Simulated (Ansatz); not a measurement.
# C2 (triplet): wave-function methods side by side at distance C1–C2 = 1.185 Å, 6-31G

Aim: climb from Hartree-Fock through coupled cluster and multireference methods for C2 (triplet) at one geometry and basis, and see what each rung misses.

Program: Ansatz 0.2.0, Gaussian basis. Level of theory: 6-31G, core rule «outside noble gas», up to 2 orbitals frozen. These are calculated values, not measurements.

Plan: UHF; CCSD(T) on ROHF; CCSD(T) on UHF; BCCD(T) on ROHF; CISD; CCSDT(Q) on ROHF; CCSDT(Q) on UHF; CISDTQ; CCSDTQ on ROHF; CCSDTQ on UHF; CASSCF and MRCISD+Q, 4 electrons in 4 orbitals; CASSCF and NEVPT2, 4 electrons in 4 orbitals; CASSCF and MRCISD+Q, 8 electrons in 8 orbitals; CASSCF and NEVPT2, 8 electrons in 8 orbitals; Full CI.

21 further runs of the same task are left out: 1 for a known fault of the program, 15 that didn't finish, 5 set aside as unsound or not needed.

## 1. The system

The geometry derives from a PBE0/def2-TZVP stationary point (not a proven minimum). One bond is set to the value named and the two fragments are kept rigid.

2 atoms, charge 0, spin multiplicity 3.

Atoms are counted from 1 here; the program's logs count them from 0.

Bond lengths: C1–C2 1.185 Å.

## 2. UHF

Contents of in.yaml:

```yaml
crystal:
  periodic: [false, false, false]
  atoms:
    - {symbol: C, position_ang: [0.000000, 0.000000, 0.000000]}
    - {symbol: C, position_ang: [0.000000, 0.000000, 1.185000]}
basis:
  gaussian: {orbitals: 6-31G}
magnetization: {spin_polarized: true, initial_magnetization: 2}
hamiltonian: {xc: hf}
output: {orbitals: {seedname: orbitals}}
```

The run is started by

```console
ansatz run in.yaml --threads 1 --pin off --events-out ev --progress --plain --max-ram 2393MiB
```

The runs that follow: CCSD(T) on ROHF; CCSD(T) on UHF; BCCD(T) on ROHF; CISD; CCSDT(Q) on ROHF; CCSDT(Q) on UHF; CISDTQ; CCSDTQ on ROHF; CCSDTQ on UHF; CASSCF and MRCISD+Q, 4 electrons in 4 orbitals; CASSCF and NEVPT2, 4 electrons in 4 orbitals; CASSCF and MRCISD+Q, 8 electrons in 8 orbitals; CASSCF and NEVPT2, 8 electrons in 8 orbitals; Full CI.

**Question.** What will the summary of the whole plan be? Wanted: FCI below the RHF energy; RMP2 from FCI; UMP2 from FCI; RCCSD from FCI; RCCSD(T) from FCI; UCCSD(T) from FCI; RCCSDT(Q) from FCI; UCCSDT(Q) from FCI; NEVPT2 valence from FCI.

The runs gave:

| quantity | value |
| --- | --- |
| FCI below the RHF energy | -4.6351 eV |
| RMP2 from FCI | +19.64 kcal/mol |
| UMP2 from FCI | +19.63 kcal/mol |
| RCCSD from FCI | +4.66 kcal/mol |
| RCCSD(T) from FCI | +1.01 kcal/mol |
| UCCSD(T) from FCI | +1.04 kcal/mol |
| RCCSDT(Q) from FCI | -0.16 kcal/mol |
| UCCSDT(Q) from FCI | -0.17 kcal/mol |
| NEVPT2 valence from FCI | +7.82 kcal/mol |
| MRCISD+Q valence from FCI | +0.23 kcal/mol |
| levels within 1 kcal/mol (43 meV) | RCCSDT, UCCSDT, CISDTQ, RCCSDT(Q), UCCSDT(Q), RCCSDTQ, UCCSDTQ, MRCISD valence, MRCISD+Q valence |
| T1 diagnostic | 0.015 |
| effectively unpaired electrons | 2.19 |

What this shows: RCCSD(T) misses by +1.01 kcal/mol, 0.9 % of the correlation energy. RCCSDT(Q), UCCSDT(Q) fall below full CI: unrestricted runs freeze a spin-polarised core, another one than full CI's, and coupled cluster isn't variational. One determinant dominates. Of the multireference levels listed MRCISD+Q valence comes nearest in total energy (+0.23 kcal/mol), which doesn't show that its space is the better one. Coupled cluster took another determinant than the lowest Hartree-Fock one. These misses are within one basis, not against nature; the frozen cores of restricted and unrestricted runs differ, which can shift their rows.
